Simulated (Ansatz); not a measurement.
Two structures of CH8BN, singlet, reached by relaxing down either side of one saddle point (PBE0-D4/def2-TZVP). Energies are electronic, without zero-point energy. Ansatz 0.2.0; basis: def2-TZVPP and def2-QZVPP; cores frozen in the correlated methods. Extrapolation: Hartree–Fock as exp(−7.88 √X), correlation as X^−2.97. First:

```
11
angstrom
B -1.4658 0.4482 0.3599
N -0.3058 -0.2744 0.5745
C 0.3456 -1.1682 -0.3545
H -2.0194 0.3545 -0.6989
H -1.8801 1.1473 1.2389
H 1.4818 1.8148 -0.2733
H 2.1420 2.0929 -0.4859
H 0.1613 -0.2003 1.4653
H -0.2252 -1.1924 -1.2826
H 1.3626 -0.8356 -0.5849
H 0.4027 -2.1867 0.0415
```

Second:

| atom | x (Å) | y (Å) | z (Å) |
| --- | --- | --- | --- |
| B1 | -0.7095 | 1.1447 | 0.0027 |
| N2 | 0.2827 | -0.0254 | 0.5414 |
| C3 | 0.4902 | -1.1198 | -0.4160 |
| H4 | -1.7692 | 0.5941 | -0.2171 |
| H5 | -0.7715 | 1.9586 | 0.9012 |
| H6 | 1.1740 | 0.3993 | 0.7794 |
| H7 | -0.1814 | 1.5798 | -1.0004 |
| H8 | -0.1004 | -0.3920 | 1.4077 |
| H9 | 0.9032 | -0.6979 | -1.3306 |
| H10 | 1.1608 | -1.8848 | -0.0195 |
| H11 | -0.4794 | -1.5566 | -0.6488 |

Task: Which bonds change from the first to the second?

Result: CH₆BN ([BH2][NH][CH3]) + H₂ → CH₅N ([CH3][NH2]) + BH₃ (still joined by a long B–N bond); bonds formed: B1–H7, N2–H6; bonds broken: H6–H7; bonds weakened to dative contacts: B1–N2.

Task: Give the saddle point's structure and its height above each. (Judge from chemistry; the value comes from the calculation.)

Result: The calculation gives: 170.6 kJ/mol above the first and 178.3 kJ/mol above the second (CCSD(T) at an estimated basis limit (MP2 extrapolated from triple and quadruple zeta, plus CCSD(T) − MP2 in triple zeta)).
| atom | x (Å) | y (Å) | z (Å) |
| --- | --- | --- | --- |
| B1 | -0.6725 | 1.0371 | 0.1001 |
| N2 | 0.2765 | -0.1239 | 0.5309 |
| C3 | 0.3804 | -1.2948 | -0.3076 |
| H4 | -1.3183 | 0.8342 | -0.8904 |
| H5 | -1.1662 | 1.6367 | 1.0128 |
| H6 | 0.6913 | 1.1223 | 0.0293 |
| H7 | 0.2746 | 1.9201 | -0.3516 |
| H8 | 0.2875 | -0.3168 | 1.5184 |
| H9 | 0.6240 | -0.9932 | -1.3293 |
| H10 | 1.1783 | -1.9555 | 0.0400 |
| H11 | -0.5559 | -1.8664 | -0.3525 |

No T1 diagnostic of these runs exceeds 0.013.

Labels in which every atom is bracketed show which atoms are joined, not bond orders.

For scale, one of the runs: CCSD(T)/def2-TZVPP, 205 basis functions, launched by `ansatz run in.yaml --threads 2 --pin off --events-out ev --progress --plain --max-ram 4352MiB`. Time: 48 s of wall clock on 2 CPU threads of an Intel Xeon Platinum 8259CL; the host was shared. Peak host memory: 2.8 GiB.
